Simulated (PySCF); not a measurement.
N: ionisation energy

N [He] 2s2 2p3 (4S) → N⁺ [He] 2s2 2p2 (3P), as a difference of total energies. All numbers are calculated (PySCF 2.14, no relativity, point nucleus, in aug-cc-pVQZ (6s5p4d3f2g, 80 functions)). Correlated levels: valence: 1s2 frozen. The calculations carry no spin-orbit coupling.

Problem. Order these methods by the ionisation energy they give, lowest first.
A. MP2 (valence)
B. SCS-MP2 (valence)
C. CCSD (valence)
D. UHF

Solution. D (13.894 eV), B (14.354 eV), C (14.471 eV), A (14.619 eV).

Errors of the correlated levels include the incompleteness of this basis and the frozen core.

For comparison: 14.545 eV (measured; NIST levels, between the centres of gravity of the two terms).
